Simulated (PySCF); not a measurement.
# SiH4 (SMILES [H][Si]([H])([H])[H]): CCSDT/STO-3G

Aim: the vertical ionisation energy of SiH4 at CCSDT/STO-3G, from 2 runs. The job is set up through a Python script.

Program for the calculation: PySCF 2.14.0.

13 further runs of the same task are left out: 1 that didn't finish, 12 set aside as unsound or not needed.

### 1 The structure to begin with

The species is SiH4 (5 atoms), meant as a singlet with charge 0. As SMILES, `[H][Si]([H])([H])[H]`. The shape is that of a GFN2-xTB optimisation.

Bond lengths: Si1–H2 1.461 Å, Si1–H3 1.461 Å, Si1–H4 1.461 Å, Si1–H5 1.461 Å. Angles: H2–Si1–H3 109.5°, H2–Si1–H4 109.5°, H2–Si1–H5 109.5°, H3–Si1–H4 109.5°, H3–Si1–H5 109.5°, H4–Si1–H5 109.5°.

### 2 A single-point energy at CCSDT/STO-3G

The input, job.py:

```python
from pyscf import gto, scf, cc

mol = gto.M(
    atom=[
    ('Si', (0.000060, -0.000040, 0.000090)),
    ('H', (0.011300, -0.019430, 1.460880)),
    ('H', (1.373450, 0.011260, -0.497760)),
    ('H', (-0.696580, 1.196700, -0.465720)),
    ('H', (-0.688230, -1.188490, -0.497490)),
],
    spin=0,
    verbose=4,
    charge=0,
    basis='sto-3g',
    max_memory=1860,
)

mf = scf.RHF(mol)
mf.conv_tol = 1e-10
mf.kernel()
if not mf.converged:
    mf = mf.newton().run(mf.mo_coeff, mf.mo_occ)

mycc = cc.CCSDT(mf, frozen=5)
mycc.kernel()
energy = mycc.e_tot
print('E = %.10f Eh' % energy)
```

Started as:

```
OMP_NUM_THREADS=1 python job.py
```

Log:

```text
PySCF version 2.14.0

[INPUT] num. atoms = 5
[INPUT] num. electrons = 18
[INPUT] charge = 0
[INPUT] spin (= nelec alpha-beta = 2S) = 0
[INPUT] symmetry False subgroup None
[INPUT] Mole.unit = angstrom
[INPUT] Symbol           X                Y                Z      unit          X                Y                Z       unit  Magmom
[INPUT]  1 Si     0.000060000000  -0.000040000000   0.000090000000 AA    0.000113383567  -0.000075589045   0.000170075351 Bohr   0.0
[INPUT]  2 H      0.011300000000  -0.019430000000   1.460880000000 AA    0.021353905208  -0.036717378600   2.760663100855 Bohr   0.0
[INPUT]  3 H      1.373450000000   0.011260000000  -0.497760000000 AA    2.595444345784   0.021278316163  -0.940630075764 Bohr   0.0
[INPUT]  4 H     -0.696580000000   1.196700000000  -0.465720000000 AA   -1.316345423850   2.261435253267  -0.880083250732 Bohr   0.0
[INPUT]  5 H     -0.688230000000  -1.188490000000  -0.497490000000 AA   -1.300566210709  -2.245920601784  -0.940119849710 Bohr   0.0

nuclear repulsion = 21.6157469567135
number of shells = 9
number of NR pGTOs = 39
number of NR cGTOs = 13
basis = sto-3g
ecp = {}

******** <class 'pyscf.scf.hf.RHF'> ********
method = RHF
initial guess = minao
damping factor = 0
level_shift factor = 0
DIIS = <class 'pyscf.scf.diis.CDIIS'>
diis_start_cycle = 1
diis_space = 8
diis_damp = 0
SCF conv_tol = 1e-10
SCF conv_tol_grad = None
SCF max_cycles = 50
direct_scf = True
direct_scf_tol = 1e-13
Set gradient conv threshold to 1e-05
Initial guess from minao.
init E= -287.340964891197
  HOMO = -0.377885089399831  LUMO = 0.407685678256902  gap/eV = 21.37647
cycle= 1 E= -287.91078685024  delta_E= -0.57  |g|= 0.0765  |ddm|= 1.99
  HOMO = -0.426148106186958  LUMO = 0.534457601106157  gap/eV = 26.13941
cycle= 2 E= -287.913807635689  delta_E= -0.00302  |g|= 0.018  |ddm|= 0.142
  HOMO = -0.425381393783952  LUMO = 0.540082676304426  gap/eV = 26.27162
cycle= 3 E= -287.913983864872  delta_E= -0.000176  |g|= 0.000664  |ddm|= 0.0421
  HOMO = -0.425820151086896  LUMO = 0.53967320874248  gap/eV = 26.27241
cycle= 4 E= -287.913984026938  delta_E= -1.62e-07  |g|= 2.5e-05  |ddm|= 0.00119
  HOMO = -0.425826420241431  LUMO = 0.539663180855536  gap/eV = 26.27231
cycle= 5 E= -287.913984027032  delta_E= -9.33e-11  |g|= 8.86e-08  |ddm|= 2.15e-05
  HOMO = -0.425826552347957  LUMO = 0.539663453750618  gap/eV = 26.27232
Extra cycle  E= -287.913984027032  delta_E=    0  |g|= 1.65e-08  |ddm|= 1.29e-07
converged SCF energy = -287.913984027032

******** <class 'pyscf.cc.rccsdt.RCCSDT'> ********
RCCSDT nocc = 4, nmo = 8
Allocating only the i<=j<=k part of the T3 amplitude in memory
frozen orbitals 5
max_cycle = 50
conv_tol = 1e-07
conv_tol_normt = 1e-06
diis with the T3 amplitude
diis_space = 6
diis_start_cycle = 0
diis_start_energy_diff = 1e+09
einsum_backend: numpy
_make_eris_incore_RCCSDT
blksize  4    blksize_oovv  4    blksize_oooo  4    blksize_vvvv  1

WARN: A large `blksize` is being used, which may cause large memory consumption
      for storing contraction intermediates. If memory is sufficient, consider using
      `pyscf.cc.rccsdt_highm.RCCSDT` instead.

WARN: A large `blksize_oovv` is being used, which may cause large memory consumption
      for storing contraction intermediates. If memory is sufficient, consider using
      `pyscf.cc.rccsdt_highm.RCCSDT` instead.

WARN: A large `blksize_oooo` is being used, which may cause large memory consumption
      for storing contraction intermediates. If memory is sufficient, consider using
      `pyscf.cc.rccsdt_highm.RCCSDT` instead.

Approximate memory usage estimate
    T3 memory                10.0 KB
    R3 memory                10.0 KB
    Symmetrized T3 memory    10.0 KB
    ERIs memory              32.0 KB
    T1-ERIs memory           32.0 KB
    Intermediates memory     32.0 KB
    Block workspace          64.0 KB
    T3 einsum buffer         64.0 KB
Total estimated memory        254 KB
Init t2, MP2 energy = -287.959041652776  E_corr(MP2) -0.045057625744
Init E_corr(RCCSDT) = -0.04505762574438
cycle =  1  E_corr(RCCSDT) = -0.059745096931  dE = -1.468747118694e-02  norm(d tamps) = 5.09379558e-02
cycle =  2  E_corr(RCCSDT) = -0.065055966045  dE = -5.310869114047e-03  norm(d tamps) = 1.91325781e-02
cycle =  3  E_corr(RCCSDT) = -0.068308791910  dE = -3.252825865057e-03  norm(d tamps) = 7.52551470e-03
cycle =  4  E_corr(RCCSDT) = -0.068377205629  dE = -6.841371816584e-05  norm(d tamps) = 7.51480500e-04
cycle =  5  E_corr(RCCSDT) = -0.068378639015  dE = -1.433386062649e-06  norm(d tamps) = 9.78528180e-05
cycle =  6  E_corr(RCCSDT) = -0.068377451859  dE =  1.187155298663e-06  norm(d tamps) = 1.86378277e-05
cycle =  7  E_corr(RCCSDT) = -0.068377621440  dE = -1.695809832419e-07  norm(d tamps) = 4.65839613e-06
cycle =  8  E_corr(RCCSDT) = -0.068377730970  dE = -1.095300585369e-07  norm(d tamps) = 8.89073841e-07
cycle =  9  E_corr(RCCSDT) = -0.068377733498  dE = -2.527917625228e-09  norm(d tamps) = 2.55598172e-07
RCCSDT converged
E(RCCSDT) = -287.9823617605301   E_corr = -0.06837773349831215
E_corr(same-spin) = -0.000276193475473746
E_corr(oppo-spin) = -0.0681015400228384
E = -287.9823617605 Eh
```

It took 0.68 s on 1 thread of Arm Neoverse V1, shared host; peak memory 0.1 GiB.

### 3 The doublet cation

The input, job.py:

```python
from pyscf import gto, scf, cc

mol = gto.Mole()
mol.atom = '''
Si   0.000060  -0.000040   0.000090
H    0.011300  -0.019430   1.460880
H    1.373450   0.011260  -0.497760
H   -0.696580   1.196700  -0.465720
H   -0.688230  -1.188490  -0.497490
'''
mol.spin = 1
mol.verbose = 3
mol.max_memory = 1860
mol.basis = 'sto-3g'
mol.charge = 1
mol.build()

mf = scf.UHF(mol)
mf.conv_tol = 1e-10
mf.kernel()
if not mf.converged:
    mf = mf.newton().run(mf.mo_coeff, mf.mo_occ)

mycc = cc.CCSDT(mf, frozen=5)
mycc.kernel()
etot = mycc.e_tot
print('E = %.10f Eh' % etot)
```

Started as:

```
OMP_NUM_THREADS=1 python job.py
```

Log:

```text
converged SCF energy = -287.51525024709  <S^2> = 0.75887394  2S+1 = 2.0088543
_make_eris_incore_UCCSDT

WARN: A large `blksize_v_aaa` is being used, which may cause large memory consumption
      for storing contraction intermediates. If memory is sufficient, consider using
      `pyscf.cc.uccsdt_highm.UCCSDT` instead.

WARN: A large `blksize_v_aab` is being used, which may cause large memory consumption
      for storing contraction intermediates. If memory is sufficient, consider using
      `pyscf.cc.uccsdt_highm.UCCSDT` instead.

UCCSDT converged
E(UCCSDT) = -287.5789281763802   E_corr = -0.06367792929008176
E_corr(same-spin) = -0.000898932078187493
E_corr(oppo-spin) = -0.0627789972118943
E = -287.5789281764 Eh
```

Run time: 1.2 s. Hardware: 1 thread of Arm Neoverse V1, shared host; peak memory 0.1 GiB.

### 4 Summary of results

Level: CCSDT/STO-3G, 5 core orbitals frozen.

| quantity | value |
| --- | --- |
| singlet SiH4: total energy | -287.98236 Eh |
| singlet SiH4: dipole moment (Hartree–Fock density) | 0.00 D |
| singlet SiH4: HOMO energy (Hartree–Fock orbitals) | -11.59 eV |
| singlet SiH4: LUMO energy (Hartree–Fock orbitals) | 14.68 eV |
| singlet SiH4: HOMO–LUMO gap (Hartree–Fock orbitals) | 26.27 eV |
| singlet SiH4: correlation energy (5 core orbitals frozen) | -68.4 mEh |
| singlet SiH4: T1 diagnostic | 0.003 |
| doublet cation: total energy | -287.57893 Eh |
| doublet cation: HOMO energy (Hartree–Fock orbitals) (highest over α and β) | -19.29 eV |
| doublet cation: LUMO energy (Hartree–Fock orbitals) (lowest over α and β) | -10.15 eV |
| doublet cation: correlation energy (5 core orbitals frozen) | -63.7 mEh |
| doublet cation: ⟨S²⟩ of the reference determinant | 0.759 |
| doublet cation: T1 diagnostic | 0.016 |
| vertical ionisation energy (to the doublet cation) | 10.978 eV |

The vertical ionisation energy comes to 10.98 eV (253 kcal/mol). In a minimal basis such a difference can be off by several eV, whatever the method.
